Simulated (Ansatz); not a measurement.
Active spaces for CH2O, singlet

Calculated in Ansatz's Gaussian-basis code. Basis cc-pVDZ, nonrelativistic, 2 orbitals frozen in the corrections. State-specific CASSCF; RHF is the lowest restricted (open-shell) Hartree–Fock solution met. No symmetry is imposed, so a solution can break that of the shape. Lower solutions, or ones in other orbitals, may exist.

Geometry:

```
atom   x (Å)    y (Å)    z (Å)
   C  0.0000   0.0000  -0.5228
   O  0.0000   0.0000   0.6733
   H  0.0000  -0.9444  -1.1247
   H  0.0000   0.9444  -1.1247
```

Question: What do CASSCF and its corrections give against RHF in CAS(4,3), and what are the occupations?

Answer: CASSCF -1.007 eV, SC-NEVPT2 -8.577 eV; occupations 2.00, 1.92, 0.08.
